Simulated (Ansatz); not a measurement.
A nudged elastic band was laid between two geometries of CH6Si + H2S (11 atoms, charge 0, multiplicity 1).

Method: Ansatz 0.2.0, RKS PBE-D4/def2-SVP.

```yaml
movable_images: 7
climbing_image: yes
spring: 5.0 eV/Å²
optimiser: quadratic models (default)
start_path: through a guess of the saddle point
force_threshold: 0.05 eV/Å
iteration_limit: 60
end_points: relaxed
```

Image 0:

```xyz
11
Properties=species:S:1:pos:R:3
Si 0.300 -0.095 0.179
C 0.433 0.146 2.046
H -0.560 0.418 2.456
H 0.781 -0.783 2.541
H 1.149 0.957 2.289
H 1.635 -0.454 -0.420
H -0.188 1.158 -0.501
H -0.663 -1.206 -0.158
S -3.407 0.559 1.287
H -2.919 0.385 0.028
H -3.305 -0.775 1.544
```

Image 8:

```xyz
11
Properties=species:S:1:pos:R:3
Si -0.554 0.006 -0.921
C -0.189 0.047 2.971
H -0.665 -0.201 3.938
H -0.110 -0.869 2.354
H 0.824 0.453 3.150
H 0.487 0.794 -0.174
H -0.536 0.402 -2.369
H -0.234 -1.458 -0.788
S -2.569 0.449 -0.268
H -2.401 -0.121 0.959
H -0.796 0.808 2.442
```

Problem. Which bonds break or form, and what moves?

Solution. Bonds broken: Si1–C2, S9–H11. Bonds formed: Si1–S9, C2–H11. CH6Si + H2S becomes CH4 + H4SSi.

Problem. Give the energies along the band, and the barrier.

Solution. The run converged. The highest image is number 4 of 0 to 8, 202.2 kJ/mol above the first end and 255.5 kJ/mol above the last; the last end lies 53.3 kJ/mol below the first. Neighbouring images differ by up to 1.8 eV, so the band resolves the path poorly. A vibrational analysis at the climbing image gives one clearly imaginary mode, 994i cm⁻¹: a first-order saddle point. The orbitals stay closed-shell, which can raise the energy where a bond breaks towards radicals; this wasn't checked here.

| image | path coordinate (Å) | energy (kJ/mol) | Si1–C2 (Å) | S9–H11 (Å) | Si1–S9 (Å) |
| --- | --- | --- | --- | --- | --- |
| 0 | 0.00 | 0.0 | 1.89 | 1.36 | 3.92 |
| 1 | 1.27 | 1.0 | 1.89 | 1.36 | 3.92 |
| 2 | 2.54 | 4.1 | 1.89 | 1.36 | 3.76 |
| 3 | 3.81 | 28.2 | 1.92 | 1.37 | 3.33 |
| 4 | 5.08 | 202.2 | 2.21 | 1.80 | 2.56 |
| 5 | 6.33 | 24.3 | 3.01 | 2.26 | 2.22 |
| 6 | 7.58 | -49.4 | 3.74 | 2.75 | 2.17 |
| 7 | 8.83 | -53.4 | 4.13 | 3.08 | 2.17 |
| 8 | 10.08 | -53.3 | 3.91 | 3.26 | 2.16 |

Problem. What is the geometry of the highest image?

Solution. 
```xyz
11
Properties=species:S:1:pos:R:3
Si -0.216 0.033 -0.002
C -0.123 0.038 2.207
H -0.790 0.239 3.077
H 0.223 -1.010 2.292
H 0.722 0.750 2.261
H 1.247 -0.368 0.159
H -0.122 1.387 -0.638
H -0.755 -1.141 -0.773
S -2.651 0.665 0.499
H -3.059 -0.623 0.679
H -1.220 0.338 1.533
```

The run took 3.1 min on 2 threads of Arm Neoverse V2 (shared host), peak memory 0.13 GiB.
